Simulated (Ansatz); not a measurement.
AlN2. The state is a quartet with charge 0. Geometry r2SCAN-D4/def2-TZVP; atoms count from 1.

Cartesian coordinates in Å:
```
Al -0.9998 -0.7463 0.9560
N 0.1362 0.1002 -0.1300
N 0.8636 0.6461 -0.8260
```

At PBE0-D4/def2-TZVP a doublet of charge 0 lies 1.87 eV below the quartet, each at its own geometry. The structure comes from a short search, and lower isomers may exist.

(1) Estimate the Mulliken populations from the PBE0/def2-TZVP orbitals of Ansatz.

(2) Where does the spin sit?

(3) And the Mayer bond orders between bonded heavy atoms (over 0.3)?

## Answers

(1) 
```json
{"atom": "Al1", "charge (e)": "0.11", "spin (α − β)": "2.26"}
{"atom": "N2", "charge (e)": "-0.04", "spin (α − β)": "0.01"}
{"atom": "N3", "charge (e)": "-0.07", "spin (α − β)": "0.73"}
```
Mulliken values and Mayer orders depend strongly on the basis.

(2) Summed by element: Al 2.26, N 0.74, of 3 unpaired in all. Largest on single atoms: Al1 2.26, N3 0.73, N2 0.01.

(3) Al1–N2 1.34 (1.79 Å); N2–N3 1.93 (1.15 Å). Values over 0.3 also appear between atoms too far apart for a bond (Al1–N3 0.38 at 2.93 Å); they arise where an orbital or an unpaired electron spreads over both atoms.
